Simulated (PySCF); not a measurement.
BF3. Atoms are numbered in the order given.

```xyz
4

B      0.0000     0.0000     0.0000
F     -1.3253     0.0000     0.0000
F      0.6627     1.1478     0.0000
F      0.6627    -1.1478     0.0000
```
Charge 0, spin multiplicity 1.

Geometry: PBE-D3(BJ)/def2-TZVP. The isomer is the one that the SMILES or the coordinates give; other isomers of the formula were not compared.

The numbers are results of KT2/pcSseg-2 (PySCF), not measurements.

GIAO shieldings, no solvent; atoms alike by connectivity are averaged. δ = σ(ref) − σ: ¹¹B against BF3 (σ = 89.2 ppm); ¹⁹F against CFCl3 (σ = 125.1 ppm), references at their B3LYP-D3(BJ)/def2-TZVP geometries, non-relativistic.

| nucleus | atoms | count | δ (ppm) |
|---|---|---|---|
| ¹¹B | B1 | 1 | 0.5 |
| ¹⁹F | F2, F3, F4 | 3 | -168.3 |
